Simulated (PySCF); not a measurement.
Species: trans-butane, C4H10, net charge 0, singlet state. 
Structure (B3LYP-D3(BJ)/def2-TZVP (Ansatz) minimum search):
```
C
H 1 1.0951
H 1 1.0951 2 106.04
C 1 1.5258 2 109.59 3 -118.21
H 4 1.0916 1 111.56 2 57.99
H 4 1.0928 5 107.74 1 -122.14
H 4 1.0928 5 107.74 6 -115.73
C 1 1.5272 2 109.10 3 117.38
H 8 1.0951 1 109.10 2 180.00
H 8 1.0951 9 106.04 1 117.38
C 8 1.5258 9 109.59 10 118.21
H 11 1.0916 8 111.56 9 -57.99
H 11 1.0928 12 107.74 8 122.14
H 11 1.0928 12 107.74 13 115.73
```
Charge 0, spin multiplicity 1.

Dispersion corrections to the total energy (kcal/mol) from the dftd3 and dftd4 libraries through PySCF: D3(BJ) without and D4 with the three-body term, each with the damping fitted for the functional named.

```csv
functional,D3(BJ),D4
LC-wPBE,-4.84,…
CAM-B3LYP,-3.91,-4.03
TPSS,-6.83,-6.65
HF,-43.67,-19.31
BLYP,…,-11.10
B2GP-PLYP,-2.73,…
B3LYP,-9.17,-7.77
```

Task: Fill in the missing entries.

Result: 
- LC-wPBE, D4: -5.37
- BLYP, D3(BJ): -11.33
- B2GP-PLYP, D4: -2.02
